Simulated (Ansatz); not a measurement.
# AlO₂ (quartet): wave-function methods side by side, cc-pVTZ

One table from this session's results is given with a row withheld; the runs are named, their logs left out.

The runs use Ansatz 0.2.0, Gaussian basis; cc-pVTZ, core rule «outside noble gas», up to 7 orbitals frozen.

The runs, in order: UHF; CCSD(T) on ROHF; CCSD(T) on UHF; BCCD(T) on ROHF; CCSDT(Q) on ROHF; CCSDT(Q) on UHF.

7 further runs of the same task are left out: 4 for a known fault of the program, 3 set aside as unsound or not needed.

## What is computed

The geometry is a PBE0/def2-TZVP stationary point (not a proven minimum) of the parent state, kept for this charge and spin.

3 atoms, charge 0, spin multiplicity 4.

Atoms are counted from 1 here; the program's logs count them from 0.

Bond lengths: Al1–O2 1.733 Å, O2–O3 1.294 Å. Angles: Al1–O2–O3 180.0°.

The first run:

File in.yaml:

```yaml
crystal:
  periodic: [false, false, false]
  atoms:
    - {symbol: Al, position_ang: [0.000000, 0.000000, 1.586946]}
    - {symbol: O, position_ang: [0.000000, 0.000000, -0.146400]}
    - {symbol: O, position_ang: [0.000000, 0.000000, -1.440545]}
basis:
  gaussian: {orbitals: cc-pVTZ}
magnetization: {spin_polarized: true, initial_magnetization: 3}
hamiltonian: {xc: hf}
output: {orbitals: {seedname: orbitals}}
```

The run is started by

```console
> ansatz run in.yaml --threads 1 --pin off --events-out ev --progress --plain --max-ram 3968MiB --backend cpu
```

Among the steps run: UHF; CCSD(T) on ROHF; CCSD(T) on UHF; BCCD(T) on ROHF; CCSDT(Q) on ROHF; CCSDT(Q) on UHF.

One table of the session follows, with a row left open; its other results are not shown here.

It belongs to the step «Misses and costs». 

| method | from UCCSDT(Q) (meV) |
| --- | --- |
| ROHF | ? |
| UHF | +13447.3 |
| RMP2 | +985.4 |
| UMP2 | +999.8 |
| RCCSD | +624.9 |
| UCCSD | +616.0 |
| RCCSD(T) | +90.3 |
| UCCSD(T) | +88.3 |
| BCCD(T) | +83.1 |
| RCCSDT | +54.4 |
| UCCSDT | +51.9 |
| RCCSDT(Q) | +8.2 |
| UCCSDT(Q) | 0 |

**Question.** Estimate the row for ROHF.

As computed: from UCCSDT(Q) (meV): +13656.8. In the column «from UCCSDT(Q) (meV)» it is the highest.

To keep in mind: Restricted and unrestricted rows rest on different reference determinants; where their highest levels disagree by more than a few hundredths of an eV, they describe different states and don't form one ladder.
